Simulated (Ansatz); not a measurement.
Input for Ansatz (development build ahead of 0.2.0):

```yaml
crystal:
  periodic: [false, false, false]
  atoms:
    - { symbol: F, position_ang: [0.0, 0.0, 0.8259] }
    - { symbol: F, position_ang: [0.0, 0.0, -0.8259] }
    - { symbol: S, position_ang: [0.0, 0.0, 3.1733] }
    - { symbol: S, position_ang: [0.0, 0.0, -3.1733] }
basis:
  gaussian: { orbitals: pcseg-2 }
magnetization:
  spin_polarized: true
hamiltonian:
  xc: pbe
```

The input is written out in the form of the current development build from the run's settings.

Results

```yaml
Converged: yes
Total_energy: -995.35683 hartree
Spin_squared_of_the_determinant: 1.973
Stability_test: minimum
```

Caution: the unrestricted determinant is a mixture of spin states.
